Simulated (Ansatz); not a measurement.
A made-up structure of SiH₅SO (charge +1), closed shell:

```
atom    x (Å)    y (Å)    z (Å)
 Si1  -0.7279   0.6259  -0.6550
  O2   0.4499  -1.2474   1.5110
  S3   0.6444   0.0389   0.3759
  H4  -1.0086  -0.5617  -1.4737
  H5  -0.0501   1.7469  -1.3278
  H6  -1.7603   0.9868   0.3274
  H7   1.7514   0.7966   0.5995
  H8   0.8585  -1.9103   0.9326
```

It is relaxed with PBE-D4/def2-SVP and then PBE0-D4/def2-TZVP (Ansatz 0.2.0). Atoms count as bonded within 1.22 times the sum of their covalent radii (H–H: 0.88 Å). The end point is not checked to be a true minimum.

**Question.** Does its bonding change? (Judge from chemistry; the calculation decides.)

**Answer.** Computed: No: no bond forms or breaks.

Where it ends: The first stage lowers the energy by 3.02 eV in 10 steps. It ends as SiH₅SO ([OH][SH][SiH3]), total charge +1:
```
atom    x (Å)    y (Å)    z (Å)
 Si1  -0.7833   0.6860  -0.7549
  O2   0.4229  -1.2248   1.2135
  S3   1.0953  -0.2305   0.1415
  H4  -1.2653  -0.4329  -1.5821
  H5  -0.1640   1.8137  -1.4788
  H6  -1.5837   1.0284   0.4339
  H7   1.4243   0.8165   0.9417
  H8   1.0112  -1.9805   1.3750
```

Labels in which every atom is bracketed show which atoms are joined, not bond orders.

For scale, one of the runs: PBE0-D4/def2-TZVP relaxation, 135 basis functions, launched by `ansatz run in.yaml --threads 2 --pin off --events-out ev --progress --plain --max-ram 4352MiB`. The run took about 27 s on 2 CPU threads of an Arm Neoverse V1 (shared host).
